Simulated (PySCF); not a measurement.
Cartesian coordinates in Å; atom numbers follow the order of the lines, from 1:
```xyz
10

P     1.697    0.669    0.557
B     0.318   -0.616   -0.051
P    -1.351    0.060    0.637
H     2.813   -0.098    0.108
H     1.710    1.531   -0.584
H     0.131   -0.750   -1.248
H     0.429   -1.672    0.553
H    -2.526   -0.693    0.391
H    -1.779    1.339    0.202
H    -1.432    0.234    2.040
```

- σ from GIAO-PBE0/pcSseg-1
- PBE0-D3(BJ)/def2-SVP geometry
- run in PySCF 2.14
- one computed conformer, isolated molecule, one averaged value for each set of equivalent atoms, relativity neglected

Shifts are taken against calculated references (same method and geometry level): TMS for 1H (σref 31.27); 31P (σref 310.13) against H3PO4; 11B (σref 100.73) vs BF3·OEt2.

```
    atoms  nucleus  count  δ (ppm)
    H4/H5       1H      2     1.90
H8/H9/H10       1H      3        ?
    H6/H7       1H      2     1.76
       P1      31P      1   -256.3
       B2      11B      1        ?
       P3      31P      1   -144.1
```

**Question.** Fill in the missing shifts.

**Answer.** 
- H8/H9/H10: 4.21 ppm, hydrogen on a phosphorus bonded to B
- B2: -45.8 ppm, boron bonded to 2 P, 2 H

Hydrogens on boron are broadened and split by 11B (spin 3/2, 80 %) and 10B (spin 3). Experimental scales use liquid or dissolved standards, which lie at an offset from isolated H3PO4.
